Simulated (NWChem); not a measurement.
Worked example: ideal-gas entropy of CH4FSi (SMILES C[SiH]F)

A doublet with charge 0, relaxed at UB3LYP-D3(BJ)/6-311G** (NWChem 7.3.0):

```xyz
7

C    -0.4374    1.4702    0.0096
Si    0.5412   -0.1287   -0.0974
F    -0.5028   -1.3804    0.0099
H    -1.1258    1.5811   -0.8306
H     0.2431    2.3261    0.0128
H    -1.0205    1.4882    0.9365
H     1.4949   -0.2478    1.0475
```

Harmonic wavenumbers in cm⁻¹: 131, 229, 565, 665, 758, 791, 868, 905, 1287, 1449, 1458, 2154, 3020, 3093, 3114.

Masses in u: C 12.011, Si 28.085, F 18.998, H 1.008. Take T = 298.15 K, p = 1 bar, R = 8.3145 J/(mol K), kT/hc = 207.22 cm⁻¹, rigid rotor and harmonic oscillator.

Q: Work out S° at 298 K.

A: 
1. Translation (Sackur–Tetrode): S = R[3/2 ln M + 5/2 ln T − 1.1517] with M = 63.126 gives 160.6 J/(mol K).
2. Rotation: principal moments 22.894, 75.054, 92.088 u Å² give A, B, C = 0.7363, 0.2246, 0.1831 cm⁻¹; the symmetry number is σ = 1; q = (√π/σ)√((kT/hc)³/ABC) = 30384; S = R(ln q + 3/2) = 98.3.
3. Vibration: with u = ν̃/207.22, each mode gives R[u/(eᵘ − 1) − ln(1 − e⁻ᵘ)]; the sum is 27.2, most from 131 cm⁻¹ (12.3), 229 cm⁻¹ (7.9), 565 cm⁻¹ (2.2).
4. Spin and the two mirror images of this shape: R ln 4 = 11.5.
5. Sum: 160.6 + 98.3 + 27.2 + 11.5 = 297.6 J/(mol K).

No measured value is set beside it here. Where a soft mode is a torsion, a harmonic oscillator describes it poorly.
